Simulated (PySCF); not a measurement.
Start geometry of `BP[SiH3]` from GFN2-xTB (Å):
```
atom  x, y, z in Å
B1    -1.7380   -0.3837   -0.2809
P2    -0.5280    0.2092    0.9299
Si3    1.4035    0.4497   -0.1254
H4    -2.4284   -1.2577   -0.0498
H5    -1.9191    0.2763   -1.2624
H6    -0.2795   -0.8965    1.7018
H7     1.7989   -0.6873   -0.9688
H8     2.4367    0.6082    0.9358
H9     1.3118    1.6646   -0.9140
```

**Question.** What comes out of this run: PBE0-D3(BJ)/def2-SVP geometry optimisation, gas phase (PySCF)?

**Answer.** 
```
atom  x, y, z in Å
B1    -1.7654   -0.3845   -0.2405
P2    -0.4800    0.0653    1.0137
Si3    1.4108    0.4962   -0.1115
H4    -2.5706   -1.2504   -0.0013
H5    -1.8652    0.2988   -1.2307
H6    -0.2022   -1.1089    1.7618
H7     1.9158   -0.6678   -0.8995
H8     2.4659    0.9147    0.8577
H9     1.0870    1.6260   -1.0299
```

The energy falls by 16.7 kJ/mol over 10 energy and gradient evaluations, the largest force component goes from 0.0289 to 2.7e-04 Eh/bohr, and the atoms move by 0.165 Å rms after alignment. The bond that changes most is B1–H4 (three-coordinate boron to B–H hydrogen), which lengthens by 0.069 Å. Bonds longer at the end by more than 0.005 Å: 7 of 8; shorter: 0. Among the angles that change most is Si3–P2–H6, from 101.4° to 105.0°. Among the dihedrals that turn most is B1–P2–Si3–H9, from 76° to 60°. Rotational constants go from 15355, 3851, 3305 to 14690, 3761, 3195 MHz. The orientation of the end geometry is arbitrary; only internal coordinates are fixed.

The run used 80 basis functions and 57 SCF cycles in all. Hardware: an Arm Neoverse V2 with one thread, shared host with 32 logical CPUs at a one-minute load of 15. Cost: 14 s wall, 0.34 GiB resident at most.

PBE0-D3(BJ)/def2-SVP frequencies: not computed here. One conformer, not necessarily the lowest.
